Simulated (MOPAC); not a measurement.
Input file for MOPAC: PM7 on OHC2H6ts, 2S+1 = 2.

```
PM7 1SCF PRECISE CHARGE=0 UHF MS=0.5 THREADS=1
C2H7O

C      1.45833400 1    -0.44636500 1     0.02547800 1
C      0.46942300 1     0.69742200 1    -0.02749300 1
O     -1.85303700 1    -0.31465900 1    -0.05305500 1
H      1.30176400 1    -1.06107900 1     0.91073700 1
H      1.36658500 1    -1.08618900 1    -0.85111800 1
H      2.48224500 1    -0.06687900 1     0.05715000 1
H      0.47106900 1     1.32544300 1     0.86103700 1
H      0.53352400 1     1.30349500 1    -0.92856000 1
H     -0.63023200 1     0.20781600 1    -0.07846500 1
H     -2.26720700 1     0.38832100 1     0.46575100 1
```

The log:

```
*******************************************************************************
 **                                                                           **
 **                              MOPAC v23.2.5                                **
 **                                                                           **
 *******************************************************************************
 ** MOPAC's Digital Object Identifier: https://doi.org/10.5281/zenodo.6511958 **
 **                                                                           **
 ** Please cite the open-source release paper for use of this MOPAC version:  **
 ** J. E. Moussa and J. J. P. Stewart (2026)                                  **
 ** MOPAC: An open-source semiempirical molecular orbital program             **
 ** J. Open Source Softw., 11(119), 8025, https://doi.org/10.21105/joss.08025 **
 *******************************************************************************

                              PM7 CALCULATION RESULTS

 *******************************************************************************
 *  PM7        - The PM7 Hamiltonian to be used
 *  UHF        - UNRESTRICTED HARTREE-FOCK CALCULATION
 *
 *
 *
 *                 CHARGE ON SYSTEM = 0
 *
 *
 *
 *  MS=        - IN MECI, MAGNETIC COMPONENT OF SPIN =  0.5
 *  PRECISE    - TIGHTER CRITERIA TO BE USED
 *  1SCF       - DO 1 SCF AND THEN STOP
 *  THREADS=1  - MULTI-THREADING NOT USED
 *  T=         - A TIME OF 172800.0 SECONDS REQUESTED
 *  DUMP=N     - RESTART FILE WRITTEN EVERY 7200.0 SECONDS REQUESTED
 *******************************************************************************
PM7 1SCF PRECISE CHARGE=0 UHF MS=0.5 THREADS=1
 C2H7O

   ATOM   CHEMICAL          X               Y               Z
  NUMBER   SYMBOL      (ANGSTROMS)     (ANGSTROMS)     (ANGSTROMS)

     1       C          1.45833400  *  -0.44636500  *   0.02547800  *
     2       C          0.46942300  *   0.69742200  *  -0.02749300  *
     3       O         -1.85303700  *  -0.31465900  *  -0.05305500  *
     4       H          1.30176400  *  -1.06107900  *   0.91073700  *
     5       H          1.36658500  *  -1.08618900  *  -0.85111800  *
     6       H          2.48224500  *  -0.06687900  *   0.05715000  *
     7       H          0.47106900  *   1.32544300  *   0.86103700  *
     8       H          0.53352400  *   1.30349500  *  -0.92856000  *
     9       H         -0.63023200  *   0.20781600  *  -0.07846500  *
    10       H         -2.26720700  *   0.38832100  *   0.46575100  *



          CARTESIAN COORDINATES

    NO.       ATOM           X           Y           Z

     1         C          1.4583     -0.4464      0.0255
     2         C          0.4694      0.6974     -0.0275
     3         O         -1.8530     -0.3147     -0.0531
     4         H          1.3018     -1.0611      0.9107
     5         H          1.3666     -1.0862     -0.8511
     6         H          2.4822     -0.0669      0.0572
     7         H          0.4711      1.3254      0.8610
     8         H          0.5335      1.3035     -0.9286
     9         H         -0.6302      0.2078     -0.0785
    10         H         -2.2672      0.3883      0.4658

 General Reference for PM7:
 "Optimization of Parameters for Semiempirical Methods VI: More Modifications to the
 NDDO Approximations and Re-optimization of Parameters", J. J. P. Stewart, J. Mol. Mod., 1:32, 19 (2013)
 https://link.springer.com/article/10.1007/s00894-012-1667-x

           Empirical Formula: C2 H7 O  =    10 atoms



      MOLECULAR POINT GROUP   :   C1


          UHF CALCULATION, NO. OF ALPHA ELECTRONS =   11
                           NO. OF BETA  ELECTRONS =   10

 -------------------------------------------------------------------------------
 PM7 1SCF PRECISE CHARGE=0 UHF MS=0.5 THREADS=1
 C2H7O



     1SCF WAS SPECIFIED, SO BFGS WAS NOT USED
     SCF FIELD WAS ACHIEVED


                              PM7 CALCULATION
                                                       MOPAC v23.2.5 Linux




          FINAL HEAT OF FORMATION =         -9.82721 KCAL/MOL =     -41.11705 KJ/MOL


          COSMO AREA              =         98.38 SQUARE ANGSTROMS
          COSMO VOLUME            =         78.65 CUBIC ANGSTROMS

          IONIZATION POTENTIAL    =         10.578349 EV
          ALPHA SOMO LUMO (EV)    =        -10.578  3.953
          BETA  SOMO LUMO (EV)    =        -10.744 -1.499
          NO. OF ALPHA ELECTRONS  =         11
          NO. OF BETA  ELECTRONS  =         10
          MOLECULAR WEIGHT        =         47.0767         POINT GROUP:  C1

          MOLECULAR DIMENSIONS (Angstroms)

            Atom       Atom       Distance
            H    10    H     6     4.78868
            H     8    H     4     2.97924
            H     7    H     5     2.72234


          SCF CALCULATIONS        =          1





   ATOM   CHEMICAL          X               Y               Z
  NUMBER   SYMBOL      (ANGSTROMS)     (ANGSTROMS)     (ANGSTROMS)

     1       C          1.45833400  *  -0.44636500  *   0.02547800  *
     2       C          0.46942300  *   0.69742200  *  -0.02749300  *
     3       O         -1.85303700  *  -0.31465900  *  -0.05305500  *
     4       H          1.30176400  *  -1.06107900  *   0.91073700  *
     5       H          1.36658500  *  -1.08618900  *  -0.85111800  *
     6       H          2.48224500  *  -0.06687900  *   0.05715000  *
     7       H          0.47106900  *   1.32544300  *   0.86103700  *
     8       H          0.53352400  *   1.30349500  *  -0.92856000  *
     9       H         -0.63023200  *   0.20781600  *  -0.07846500  *
    10       H         -2.26720700  *   0.38832100  *   0.46575100  *

                             CARTESIAN COORDINATES

   1    C        1.458334000    -0.446365000     0.025478000
   2    C        0.469423000     0.697422000    -0.027493000
   3    O       -1.853037000    -0.314659000    -0.053055000
   4    H        1.301764000    -1.061079000     0.910737000
   5    H        1.366585000    -1.086189000    -0.851118000
   6    H        2.482245000    -0.066879000     0.057150000
   7    H        0.471069000     1.325443000     0.861037000
   8    H        0.533524000     1.303495000    -0.928560000
   9    H       -0.630232000     0.207816000    -0.078465000
  10    H       -2.267207000     0.388321000     0.465751000


           Empirical Formula: C2 H7 O  =    10 atoms



      MOLECULAR POINT GROUP   :   C1


          ALPHA EIGENVALUES
 -29.44091 -27.40175 -21.82174 -16.37734 -15.77617 -15.32856 -14.03506 -13.48482
 -12.55219 -11.47488 -10.57835   3.95291   4.61894   5.18588   5.47640   5.76889
   5.78826   6.36198   6.75453


           BETA EIGENVALUES
 -27.95211 -25.89847 -21.60564 -15.72254 -15.53603 -14.52470 -13.72504 -12.50497
 -12.43088 -10.74416  -1.49852   4.09511   5.13949   5.24319   5.59186   5.81775
   5.87997   6.56271   6.77201


              NET ATOMIC CHARGES AND DIPOLE CONTRIBUTIONS

  ATOM NO.   TYPE          CHARGE      No. of ELECS.   s-Pop       p-Pop
    1          C          -0.431675        4.4317     1.04657     3.38510
    2          C          -0.308685        4.3087     1.08276     3.22592
    3          O          -0.481425        6.4814     1.91572     4.56571
    4          H           0.153442        0.8466     0.84656
    5          H           0.155310        0.8447     0.84469
    6          H           0.151274        0.8487     0.84873
    7          H           0.139354        0.8606     0.86065
    8          H           0.145221        0.8548     0.85478
    9          H           0.210452        0.7895     0.78955
   10          H           0.266733        0.7333     0.73327
 DIPOLE           X         Y         Z       TOTAL
 POINT-CHG.     1.493     1.482     0.634     2.198
 HYBRID        -0.118     0.175     0.121     0.243
 SUM            1.376     1.657     0.756     2.283


          ATOMIC ORBITAL ELECTRON POPULATIONS

     Atom    s        px        py        pz
    1  C   1.04657   1.10456   1.09346   1.18708
    2  C   1.08276   1.00920   1.06216   1.15457
    3  O   1.91572   1.28023   1.47656   1.80892
    4  H   0.84656
    5  H   0.84469
    6  H   0.84873
    7  H   0.86065
    8  H   0.85478
    9  H   0.78955
   10  H   0.73327


                    (SZ)    =    0.500000
                    (S**2)  =    0.764910


          ATOMIC ORBITAL SPIN POPULATIONS

    Atom   Total    s     px     py     pz
         Atomic
    1  C -0.0131 -0.002 -0.003 -0.007 -0.001
    2  C  0.4103  0.030  0.287  0.081  0.013
    3  O  0.7117  0.013  0.512  0.177  0.009
    4  H  0.0026  0.003
    5  H  0.0026  0.003
    6  H  0.0143  0.014
    7  H -0.0090 -0.009
    8  H -0.0090 -0.009
    9  H -0.0797 -0.080
   10  H -0.0307 -0.031

 **********************
 *                    *
 * JOB ENDED NORMALLY *
 *                    *
 **********************




 == MOPAC DONE ==
```

The run finished.

Cost: roughly 0.020 core-seconds.
